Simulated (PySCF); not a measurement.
Molecule: SMILES CCCl, C2H5Cl.

Geometry (Å), atoms numbered from 1 in this order:
```xyz
8

C    -0.797    0.041   -0.042
C     0.699   -0.191   -0.016
Cl    1.559    1.295    0.484
H    -1.156    0.329    0.942
H    -1.051    0.829   -0.748
H    -1.298   -0.876   -0.345
H     1.081   -0.454   -1.002
H     0.972   -0.964    0.702
```

Frames of a GFN2-xTB Langevin trajectory at 600 K; GIAO PBE0/pcSseg-1 shieldings in PySCF 2.14.0 with density-fitted response routines, gas phase, non-relativistic; equivalent atoms averaged within each frame.

References, each an isolated molecule treated in the same way: ¹³C (σref 186.93), ¹H (σref 31.72) vs TMS; ³⁵Cl (σref 949.78) against HCl. The references are static minima.

Question: How do the shifts (ppm) fluctuate along the trajectory?

Answer: 
```csv
time (fs),C2,C1,Cl3,H7/H8,H4/H5/H6
optimised geometry,46.7,21.6,107,3.61,1.43
250,51.8,20.4,129,3.91,2.29
425,61.9,31.4,170,5.29,1.95
625,49.4,17.9,124,4.92,1.85
800,50.0,24.4,180,3.71,2.24
1000,53.6,27.9,124,4.74,2.23
mean of frames,53.3,24.4,145,4.52,2.11
standard deviation,5.1,5.5,27,0.68,0.20
```

5 frames give an uncertainty of the mean of about the standard deviation over 2.2 at best, since frames this close in time may not be independent; classical motion lacks zero-point vibration, and the reference would need the same averaging.
